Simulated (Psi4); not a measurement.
# C2HClF2 (SMILES FC(F)=CCl) at B3LYP/6-31G(d) (spherical functions)

What is the vertical singlet–triplet gap of C2HClF2 at B3LYP/6-31G* (spherical functions)? 

Program for the calculation: Psi4 1.11.

2 further runs of the same task are left out: 2 set aside as unsound or not needed.

## (1) The structure to begin with

C2HClF2: 6 atoms, total charge 0, spin state singlet. SMILES: `FC(F)=CCl`. Geometry: relaxed at PBE0-D4/def2-TZVP.

Bond lengths: F1–C2 1.312 Å, C2–F3 1.305 Å, C2–C4 1.321 Å, C4–Cl5 1.706 Å, C4–H6 1.079 Å. Angles: F1–C2–F3 111.1°, F1–C2–C4 123.1°, F3–C2–C4 125.8°, C2–C4–Cl5 122.3°, C2–C4–H6 120.1°, Cl5–C4–H6 117.5°.

## (2) Energy and gradient at B3LYP/6-31G(d) (spherical functions)

The input, c2hclf2.py:

```python
import psi4

psi4.set_memory('1600 MB')
psi4.set_num_threads(1)
psi4.set_output_file('run.log', False)

molecule = psi4.geometry("""
0 1
F      0.901010    -0.810380     1.342040
C      0.267650    -0.562200     0.220370
F      0.192510    -1.632620    -0.522730
C     -0.218360     0.626770    -0.086550
Cl    -1.039010     0.926430    -1.552100
H     -0.103800     1.452000     0.598970
symmetry c1
""")

options = {'basis': '6-31G*', 'reference': 'rks', 'puream': True, 'e_convergence': 1e-09, 'd_convergence': 1e-08, 'scf_type': 'pk', 'dft_radial_points': 99, 'dft_spherical_points': 590}
psi4.set_options(options)

E, wfn = psi4.gradient("b3lyp", return_wfn=True)
psi4.oeprop(wfn, "WIBERG_LOWDIN_INDICES", "DIPOLE", "MAYER_INDICES")
print('gradient / Eh bohr^-1')
print(E.np.round(6))
print(f'energy = {wfn.energy():.10f} Eh')
for k, v in sorted(psi4.core.scalar_variables().items()):
    print(f'{k:45s} {v:18.10f}')
```

On the command line:

```
python c2hclf2.py
```

run.log, shortened:

```text
[...]
  Running in c1 symmetry.
[...]
  Nuclear repulsion =  213.574873883427927
[...]
  Multiplicity = 1
[...]
  Nalpha       = 24
  Nbeta        = 24
[...]
    Number of basis functions: 76
[...]
   @RKS iter   1:  -736.52659516246456   -5.90018e-03   6.45979e-03 DIIS/ADIIS
[...]
   @RKS iter  12:  -736.63876289517384   -1.25056e-12   4.10824e-09 DIIS
[...]
    Orbital Energies [Eh]
    ---------------------
    Doubly Occupied:
       1A   -101.544558     2A    -24.749054     3A    -24.747391
       4A    -10.369598     5A    -10.247016     6A     -9.476895
       7A     -7.240438     8A     -7.230044     9A     -7.229809
      10A     -1.307959    11A     -1.246396    12A     -0.895018
      13A     -0.768431    14A     -0.646849    15A     -0.594868
      16A     -0.543229    17A     -0.539253    18A     -0.466882
      19A     -0.456855    20A     -0.449236    21A     -0.429493
      22A     -0.373158    23A     -0.326071    24A     -0.253790
[...]
  @RKS Final Energy:  -736.63876289517384
   => Energetics <=
    Nuclear Repulsion Energy =            213.5748738834279266
    One-Electron Energy =               -1441.3228468967895424
    Two-Electron Energy =                 539.8856309193943162
    DFT Exchange-Correlation Energy =     -48.7764208012065836
    Empirical Dispersion Energy =           0.0000000000000000
    VV10 Nonlocal Energy =                  0.0000000000000000
    Total Energy =                       -736.6387628951738407
[...]
  -Total Gradient:
     Atom            X                  Y                   Z
    ------   -----------------  -----------------  -----------------
       1       -0.006023008800     0.001150060849    -0.011339362840
       2       -0.000063261806    -0.001546647877    -0.000981285509
       3        0.001532501538     0.010764662496     0.009017702764
       4       -0.002507010324    -0.005479198198    -0.008025852492
       5        0.006947154421    -0.003269107648     0.011999930141
       6        0.000114822434    -0.001606083202    -0.000661164251
[...]
 Multipole Moments:
 ------------------------------------------------------------------------------------
     Multipole            Electronic (a.u.)      Nuclear  (a.u.)        Total (a.u.)
 ------------------------------------------------------------------------------------
 L = 1.  Multiply by 2.5417464519 to convert [e a0] to [Debye]
 Dipole X            :          0.5865369           -0.4645792            0.1219577
 Dipole Y            :         -2.4156620            2.5935583            0.1778963
 Dipole Z            :         -0.1735947            0.5147756            0.3411809
 Magnitude           :                                                    0.4036399
[...]
```

Standard output:

```text
gradient / Eh bohr^-1
[[-6.0230e-03  1.1500e-03 -1.1339e-02]
 [-6.3000e-05 -1.5470e-03 -9.8100e-04]
 [ 1.5330e-03  1.0765e-02  9.0180e-03]
 [-2.5070e-03 -5.4790e-03 -8.0260e-03]
 [ 6.9470e-03 -3.2690e-03  1.2000e-02]
 [ 1.1500e-04 -1.6060e-03 -6.6100e-04]]
energy = -736.6387628952 Eh
CURRENT ENERGY                                   -736.6387628952
CURRENT REFERENCE ENERGY                         -736.6387628952
DD SOLVATION ENERGY                                 0.0000000000
DFT FUNCTIONAL TOTAL ENERGY                      -736.6387628952
DFT TOTAL ENERGY                                 -736.6387628952
DFT VV10 ENERGY                                     0.0000000000
DFT XC ENERGY                                     -48.7764208012
GRID ELECTRONS ALPHA                               23.9999999669
GRID ELECTRONS BETA                                23.9999999669
GRID ELECTRONS TOTAL                               47.9999999339
NUCLEAR REPULSION ENERGY                          213.5748738834
ONE-ELECTRON ENERGY                             -1441.3228468968
PCM POLARIZATION ENERGY                             0.0000000000
PE ENERGY                                           0.0000000000
SCF ITERATION ENERGY                             -736.6387628952
SCF ITERATIONS                                     12.0000000000
SCF TOTAL ENERGY                                 -736.6387628952
TWO-ELECTRON ENERGY                               539.8856309194
XC GRID RADIAL POINTS                              99.0000000000
XC GRID SPHERICAL POINTS                          590.0000000000
XC GRID TOTAL POINTS                           328724.0000000000
```

Run time: 14 s. Hardware: 1 thread of Intel Xeon Platinum 8375C at 2.90GHz (Ice Lake), shared host; peak memory 0.89 GiB.

## (3) The triplet, same level

The input, c2hclf2.py:

```python
import psi4

psi4.set_memory('1600 MB')
psi4.set_num_threads(1)
psi4.core.set_output_file('output.dat', False)

m = psi4.geometry("""
0 3
F
C 1 1.311824
F 2 1.305237 1 111.06578
C 2 1.320627 3 125.79167 1 179.99934
Cl 4 1.706194 2 122.32738 3 2e-05
H 4 1.078919 2 120.12414 3 179.9992
symmetry c1
no_reorient
no_com
""")

psi4.set_options({
    'basis': '6-31G*',
    'reference': 'uks',
    'puream': True,
    'e_convergence': 1e-09,
    'd_convergence': 1e-08,
    'scf_type': 'pk',
    'dft_radial_points': 99,
    'dft_spherical_points': 590,
    'maxiter': 100,
})

result, w = psi4.gradient("b3lyp", return_wfn=True)
psi4.oeprop(w, "LOWDIN_CHARGES", "MULLIKEN_CHARGES", "QUADRUPOLE")
print('gradient / Eh bohr^-1')
print(result.np.round(6))
print(f'energy = {w.energy():.10f} Eh')
```

On the command line:

```
python c2hclf2.py
```

output.dat, shortened:

```text
[...]
  Running in c1 symmetry.
[...]
  Nuclear repulsion =  213.574865503315152
[...]
  Multiplicity = 3
[...]
  Nalpha       = 25
  Nbeta        = 23
[...]
    Number of basis functions: 76
[...]
   @UKS iter   1:  -736.31358712320298    2.07107e-01   7.06404e-03 ADIIS/DIIS
[...]
   @UKS iter  14:  -736.47026091253576   -1.81899e-12   8.83711e-09 DIIS
[...]
   @S^2 Observed:                2.006228706E+00
[...]
  @UKS Final Energy:  -736.47026091253576
   => Energetics <=
    Nuclear Repulsion Energy =            213.5748655033151522
    One-Electron Energy =               -1441.3092345620141259
    Two-Electron Energy =                 540.0875019640127448
    DFT Exchange-Correlation Energy =     -48.8233938178495279
    Empirical Dispersion Energy =           0.0000000000000000
    VV10 Nonlocal Energy =                  0.0000000000000000
    Total Energy =                       -736.4702609125357640
[...]
  -Total Gradient:
     Atom            X                  Y                   Z
    ------   -----------------  -----------------  -----------------
       1        0.000002064667    -0.013672164537     0.028209222262
       2       -0.000004536025     0.162379774558     0.099057480001
       3       -0.000000052130     0.028421159147    -0.022124087768
       4        0.000002204060    -0.177073336190    -0.107905296445
       5        0.000001021324     0.001928572659     0.005756507767
       6       -0.000000703706    -0.001968530339    -0.003000231538
[...]
 Multipole Moments:
 ------------------------------------------------------------------------------------
     Multipole            Electronic (a.u.)      Nuclear  (a.u.)        Total (a.u.)
 ------------------------------------------------------------------------------------
 L = 1.  Multiply by 2.5417464519 to convert [e a0] to [Debye]
 Dipole X            :         -0.0000090            0.0000065           -0.0000025
 Dipole Y            :         -2.1806210            2.6705527            0.4899316
 Dipole Z            :         -0.2435346            0.2748136            0.0312790
 Magnitude           :                                                    0.4909291
 L = 2.  Multiply by 1.3450342976 to convert [e a0^2] to [Debye ang]
 Quadrupole XX       :        -24.5443861            0.0000000          -24.5443860
 Quadrupole XY       :          0.0015827           -0.0015524            0.0000303
[...]
```

The script printed:

```text
gradient / Eh bohr^-1
[[ 2.00000e-06 -1.36720e-02  2.82090e-02]
 [-5.00000e-06  1.62380e-01  9.90570e-02]
 [-0.00000e+00  2.84210e-02 -2.21240e-02]
 [ 2.00000e-06 -1.77073e-01 -1.07905e-01]
 [ 1.00000e-06  1.92900e-03  5.75700e-03]
 [-1.00000e-06 -1.96900e-03 -3.00000e-03]]
energy = -736.4702609125 Eh
```

Wall time 23 s (1 thread of Intel Xeon Platinum 8375C at 2.90GHz (Ice Lake), shared host); peak memory 0.89 GiB.

## (4) Summary of results

Level: B3LYP/6-31G* (spherical functions).

```
                                        quantity          value
                           singlet: total energy  -736.63876 Eh
                          singlet: dipole moment         1.03 D
                            singlet: HOMO energy       -6.91 eV
                            singlet: LUMO energy        0.39 eV
                          singlet: HOMO–LUMO gap        7.30 eV
               singlet: largest force on an atom     0.733 eV/Å
                           triplet: total energy  -736.47026 Eh
                          triplet: dipole moment         1.25 D
     triplet: HOMO energy (highest over α and β)       -2.33 eV
                                   triplet: ⟨S²⟩          2.006
               triplet: largest force on an atom    10.663 eV/Å
vertical energy of the triplet above the singlet       4.585 eV
```

In words: At this shape the triplet lies 4.59 eV (442 kJ/mol) above the singlet. The largest force (singlet) is 0.73 eV/Å: the shape isn't a stationary point for this species at this level. Mulliken charges (triplet) run from -0.36 on C4 to +0.57 on C2; they depend strongly on the basis.
